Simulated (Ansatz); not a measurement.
Relaxed structures of AlSiH4S (charge +1), closed shell (PBE0-D4/def2-TZVP; forces vanish, vibrations not checked; lower isomers may exist, and structures with a doubtful reference or unclear bonds are left out; Å). Program: Ansatz 0.2.0. Basis: def2-TZVPP. Cores are frozen in the correlated methods.

(1) Rank them by CCSD(T) energy, lowest first, and give each one's height above the lowest. Links in brackets join atoms within 1.22 times the sum of their covalent radii (1.1 for two metals). (Judge from chemistry; the value comes from the calculation.)
A.
AlSiH₄S ([AlH2][SH][SiH]), total charge +1
```
7
angstrom
Al -2.0901 0.1239 -1.1768
S -0.6025 -0.5905 0.4655
Si 1.0634 0.7795 1.0980
H -2.4811 -1.0839 -2.0821
H -2.3321 1.6484 -0.9549
H -0.1560 -1.8115 0.1086
H 1.9349 -0.4550 1.1989
```
B.
AlSiH₄S ([AlH2][S][SiH2]), total charge +1
```
7
angstrom
Al -1.5958 -0.0075 -0.6737
S -0.3749 0.7206 1.1589
Si 1.4513 0.0442 0.6817
H -0.6711 -0.7737 -1.6803
H -3.0920 0.4102 -0.5413
H 2.5587 0.3069 1.6159
H 1.7238 -0.7006 -0.5614
```
C.
AlSiH₄S ([AlH2][Si][SH2]), total charge +1
```
7
angstrom
Al -1.5347 0.0080 -0.6212
S 1.3232 0.0759 0.6903
Si -0.4248 0.9497 1.5550
H -0.4861 -0.7405 -1.5461
H -3.0706 0.2573 -0.8090
H 2.5643 0.0915 1.2253
H 1.5228 -0.6043 -0.4690
```

T1 diagnostic: at most 0.016. The restricted Hartree–Fock reference is unstable towards an unrestricted one at one or more of these structures.

## Answers

(1) By the calculation: B (0.0 kJ/mol), A (104.3 kJ/mol), C (250.2 kJ/mol). Heights count from the lowest.

For scale, one of the runs: CCSD(T)/def2-TZVPP, 182 basis functions, launched by `ansatz run in.yaml --threads 2 --pin off --events-out ev --progress --plain --max-ram 4352MiB`. Hardware: 2 CPU threads of an Intel Xeon Platinum 8259CL, shared host. Wall time 30 s; peak host memory 1.5 GiB.
